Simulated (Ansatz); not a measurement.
Geometry optimisation, RKS BHLYP-D4/def2-SVP (Ansatz).

input.yaml

```yaml
crystal:
  periodic: [false, false, false]
  atoms:
    - { symbol: Si, position_ang: [0.737533, -0.357678, 0.939587] }
    - { symbol: H, position_ang: [1.450759, -0.828458, -0.226048] }
    - { symbol: H, position_ang: [1.249734, -1.106533, 2.114762] }
    - { symbol: H, position_ang: [1.07383, 1.076191, 1.093123] }
    - { symbol: "N", position_ang: [-0.964296, -0.603095, 0.942367] }
    - { symbol: H, position_ang: [0.981128, 0.464892, -1.576081] }
    - { symbol: P, position_ang: [-0.111927, 1.155489, -2.096281] }
    - { symbol: H, position_ang: [-1.356035, -1.440916, 1.335969] }
    - { symbol: H, position_ang: [-1.589986, -0.164855, 0.291556] }
    - { symbol: H, position_ang: [-0.478264, 1.74949, -0.865347] }
    - { symbol: H, position_ang: [-0.992476, 0.055473, -1.953507] }
basis:
  gaussian: { orbitals: def2-SVP }
hamiltonian:
  xc: { name: BHLYP }
  dispersion: d4
relax:
  f_tol: 0.03
  max_steps: 50
output:
  orbitals: {}
```

Run as:

```bash
$ ansatz run input.yaml --threads 2 --pin off --max-ram 3072MiB --backend cpu --events-out ev --progress --plain --runs-dir out
```

Question: Where does it end, and by what steps?

Answer: It converged. The force dipped under the threshold on the way, but the program's further checks kept it going. After 27 steps the energy has fallen by 0.201 eV; H10 moved furthest, 1.04 Å.

```tsv
step	energy less start (eV)	largest force component (eV/Å)	accepted
0	0.0000	1.063	yes
1	-0.1504	0.230	yes
2	-0.1894	0.135	yes
3	-0.0070	1.475	no
4	-0.1938	0.086	yes
5	-0.1955	0.098	yes
6	-0.1961	0.044	yes
7	-0.1965	0.188	yes
8	-0.1972	0.052	yes
9	-0.1975	0.017	yes
10	-0.1977	0.062	yes
11	-0.1979	0.039	yes
12	-0.1983	0.030	yes
13	-0.1981	0.117	no
14	-0.1986	0.028	yes
15	-0.1979	0.162	no
16	-0.1989	0.036	yes
17	-0.1992	0.054	yes
18	-0.1993	0.076	yes
19	-0.1996	0.072	yes
20	-0.1998	0.071	yes
21	-0.2000	0.088	yes
22	-0.2002	0.073	yes
23	-0.2005	0.049	yes
24	-0.2006	0.084	yes
25	-0.2008	0.053	yes
26	-0.2010	0.009	yes
27	-0.2012	0.016	yes
```

```xyz
11
Properties=species:S:1:pos:R:3
Si 0.820 -0.596 1.174
H 1.503 -1.166 -0.021
H 1.239 -1.405 2.342
H 1.292 0.801 1.319
N -0.901 -0.577 1.115
H 0.900 1.216 -1.706
P -0.271 1.087 -2.494
H -1.436 -1.424 1.207
H -1.389 0.109 0.565
H -1.019 2.005 -1.712
H -0.737 -0.049 -1.788
```

Time of the run: 38 s on 2 threads of Intel(R) Xeon(R) Platinum 8488C (Sapphire Rapids), on a shared host, peak memory 0.2 GiB.
